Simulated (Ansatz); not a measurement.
Isolated molecules relaxed with PBE0-D4/def2-TZVP in Ansatz; ΔE leaves out vibrations. CBS: MP2 limit from def2 TZ/QZ plus the TZ coupled-cluster correction, frozen cores. This one scheme is used for every species. DFT in def2-TZVPP. One conformer a species, not always the lowest.

Consider the substitution at a C–C bond: `C#COCCS` + H–F → `C#COCF` + CH₃SH.

`C#COCCS`:

```xyz
12

C     0.187    2.679    0.678
C     0.682    1.756    0.093
O     1.233    0.779   -0.548
C     0.790   -0.536   -0.150
C    -0.621   -0.801   -0.618
S    -1.163   -2.469   -0.182
H    -0.237    3.510    1.187
H     1.495   -1.225   -0.614
H     0.870   -0.618    0.937
H    -1.312   -0.059   -0.217
H    -0.672   -0.751   -1.707
H    -1.254   -2.265    1.142
```

H–F:

```xyz
2

F     0.439    0.046   -0.131
H    -0.439   -0.046    0.131
```

`C#COCF`:

```xyz
8

C     0.526   -2.029    0.075
C    -0.155   -1.045    0.136
O    -0.904    0.010    0.206
C    -0.213    1.220   -0.069
F    -1.123    2.200    0.046
H     1.114   -2.913    0.027
H     0.580    1.363    0.671
H     0.175    1.194   -1.092
```

CH₃SH:

```xyz
6

C    -0.393   -0.287   -0.068
S     0.641    0.891    0.830
H    -0.730    0.121   -1.020
H    -1.265   -0.466    0.561
H     0.123   -1.234   -0.224
H     1.624    0.975   -0.079
```

```
  species  r2SCAN energy (Eh)
`C#COCCS`          -629.29248
      H–F          -100.44665
 `C#COCF`          -291.05447
    CH₃SH          -438.67254
```

(1) Work out ΔE.

Largest T1 diagnostic among the species: 0.013.

Answers

(1) ΔE = (-291.05447) + (-438.67254) − (-629.29248) − (-100.44665) = 0.01212 Eh = +31.8 kJ/mol. CCSD(T)/CBS gives +50.2 kJ/mol.

The D4 term adds +10.8 kJ/mol with B3LYP and +6.2 kJ/mol with PBE0; it sums over pairs of atoms, weighted by their polarisabilities, and B3LYP, whose exchange is more repulsive, gets the larger term. In def2-TZVPP, CCSD(T) changes the Hartree–Fock value by +29.0 kJ/mol (the triples alone add +3.5 kJ/mol) and MP2 by +39.3 kJ/mol.

B3LYP here is the variant with VWN-RPA as its local correlation; programs differ in this.
